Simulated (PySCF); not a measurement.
Gas-phase reaction: 3 CH₃SiH + C → 3 SiH₂ + C₄H₆ (butadiene)

Energies from PySCF, thermal terms from the rigid-rotor harmonic-oscillator model, ideal gas at 1 bar. † marks an energy on the PBE0/def2-TZVP geometry and frequencies; other levels use their own. Open shells (unrestricted): C (multiplicity 3, electronic degeneracy 9); the rest are closed-shell singlets. Spin-orbit splitting is ignored; it lowers the true energy and changes the entropy of C. CH₃SiH: computed as isolated molecules; such fragments, hydroxides, amides, oligomers or adducts are transient or little studied in the gas. The harmonic model lacks anharmonicity and excited electronic states, which grow with temperature; levels with a mode under 35 cm⁻¹ are left out. Internal rotation in CH₃SiH, C₄H₆ (butadiene) is treated as a harmonic vibration of one conformer, which makes the entropy rough.

```json
[
 {"level": "HF/def2-TZVP†", "ΔE electronic, kJ": "-271", "ΔH°(298 K), kJ": "-284", "ΔS°(298 K), J/K": "-43", "ΔG°(800 K), kJ": "-246"},
 {"level": "PBE0/def2-QZVP†", "ΔE electronic, kJ": "-407", "ΔH°(298 K), kJ": "-420", "ΔS°(298 K), J/K": "-43", "ΔG°(800 K), kJ": "-382"},
 {"level": "PBE0/def2-TZVP", "ΔE electronic, kJ": "-409", "ΔH°(298 K), kJ": "-422", "ΔS°(298 K), J/K": "-43", "ΔG°(800 K), kJ": "-384"},
 {"level": "LDA/def2-TZVP†", "ΔE electronic, kJ": "-484", "ΔH°(298 K), kJ": "-497", "ΔS°(298 K), J/K": "-43", "ΔG°(800 K), kJ": "-459"},
 {"level": "ωB97X-V/def2-TZVP†", "ΔE electronic, kJ": "-398", "ΔH°(298 K), kJ": "-411", "ΔS°(298 K), J/K": "-43", "ΔG°(800 K), kJ": "-372"}
]
```
ΔH° is lowest at LDA/def2-TZVP† and highest at HF/def2-TZVP†. No reference value is set beside these.
